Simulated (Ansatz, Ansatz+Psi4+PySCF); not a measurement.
```
atom   x (Å)   y (Å)    z (Å)
   O  0.0000  0.0000   0.6230
   O  0.0000  0.0000  -1.2460
```

Basis set: cc-pVTZ (spherical functions). Left uncorrelated: 2 orbitals. Correlation on ROHF uses semicanonical orbitals with singles. Charge 0, multiplicity 3.

Computed with Ansatz (development build ahead of 0.2.0); each method stands on the lowest determinant of its kind that the runs found.

Task: Give the atomization energy at this shape (free ground-state atoms in the same class of orbitals less the molecule, no zero-point energy) of triplet O2 by UHF-CCSD(T), UHF-CCSD, UHF-MP2, ROHF-MP2, ROHF, UHF.

Result:

```json
{"method": "UHF-CCSD(T)", "atomization energy": "0.41 eV"}
{"method": "UHF-CCSD", "atomization energy": "-0.06 eV"}
{"method": "UHF-MP2", "atomization energy": "-0.75 eV"}
{"method": "ROHF-MP2", "atomization energy": "-1.72 eV"}
{"method": "ROHF", "atomization energy": "-2.83 eV"}
{"method": "UHF", "atomization energy": "-1.16 eV"}
```

Caution: the determinant breaks the point group. Caution for UHF-CCSD(T), UHF-MP2, ROHF-MP2: another reference gives a lower total. Caution for UHF-CCSD(T), UHF-CCSD, UHF-MP2: large amplitudes, a single reference is doubtful. Caution for UHF-CCSD(T), UHF-CCSD, UHF-MP2, UHF: the unrestricted determinant is a mixture of spin states. Caution for ROHF-MP2, ROHF: an unrestricted determinant lies well below. Caution for ROHF-MP2: bonds are stretched, where a single reference can fail. Caution for ROHF-MP2, ROHF, UHF: the molecule lies well above its atoms at this level.
